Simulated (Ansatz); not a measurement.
System: solid chlorine. Method: LDA (Ansatz, a first-principles code, plane waves, PAW).

Numerical settings: plane-wave cutoff 520 eV, 6×6×4 k mesh (along the axes of the cell as run), Fermi–Dirac smearing 0.01 eV, scalar-relativistic PAW data made under PBE.

Starting structure:

```yaml
crystal:
  lattice:
    - [3.12000, -2.24000, 0.00000]
    - [3.12000, 2.24000, 0.00000]
    - [0.00000, 0.00000, 8.26000]
  atoms:
    - { symbol: Cl, position: [0.12300, 0.87700, 0.89700] }
    - { symbol: Cl, position: [0.37700, 0.62300, 0.39700] }
    - { symbol: Cl, position: [0.62300, 0.37700, 0.60300] }
    - { symbol: Cl, position: [0.87700, 0.12300, 0.10300] }
```

Problem. Into what structure does the relaxation of cell and atoms lead at this level, with the symmetry of the start kept?

Solution. The volume decreases by 22 %; final space group Cmce.
```yaml
crystal:
  lattice:
    - [3.09354, -1.85672, 0.00000]
    - [3.09354, 1.85672, 0.00000]
    - [0.00000, 0.00000, 7.79424]
  atoms:
    - { symbol: Cl, position: [0.13756, 0.86244, 0.88652] }
    - { symbol: Cl, position: [0.36244, 0.63756, 0.38652] }
    - { symbol: Cl, position: [0.63756, 0.36244, 0.61348] }
    - { symbol: Cl, position: [0.86244, 0.13756, 0.11348] }
```
